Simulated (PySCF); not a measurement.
**Isomerisation enthalpies of C3H7NO**

**The experiment to reproduce.**

From CRC Handbook of Chemistry and Physics, for the gas at 298.15 K: enthalpy of formation of `CCC(N)=O` -259 kJ/mol; enthalpy of formation of `CN(C)C=O` -192.4 kJ/mol.

The runs below try to reproduce these values; the comparison stands at the end.

Differences of these values give the isomerisation enthalpies. Geometries: GFN2-xTB; runs in PySCF, gas phase, with a dispersion term only where the level names one. Total electronic energies (Eh):

```csv
SMILES,PBE0/pcSseg-1
CCC(N)=O,-248.21945
CN(C)C=O,-248.19907
```

Zero-point and thermal terms are left out, so the computed numbers are electronic energies.

**Comparison with experiment**

Relative to `CCC(N)=O`, the lowest by measurement, in kJ/mol (measured: enthalpies at 298.15 K; computed: electronic energies):

| SMILES | measured | PBE0/pcSseg-1 |
| --- | --- | --- |
| CCC(N)=O | 0.0 | 0.0 |
| CN(C)C=O | 66.6 | 53.5 |

Measured values: -259 kJ/mol (298.15 K; CRC Handbook of Chemistry and Physics) for the first row; the others come from the same table. Unsigned miss: PBE0/pcSseg-1 13.1 kJ/mol. One conformer stands for `CCC(N)=O` and `CN(C)C=O`, not necessarily the lowest, while the measurement averages over conformers. Where a level misses, the cause wasn't examined.

Shape of the structure used: `[CH3:1][CH2:2][C:3]([NH2:4])=[O:5]`: C1–C2–C3–N4 180°, H–N4–C3–C2 0°, H–N4–C3–C2 180°.
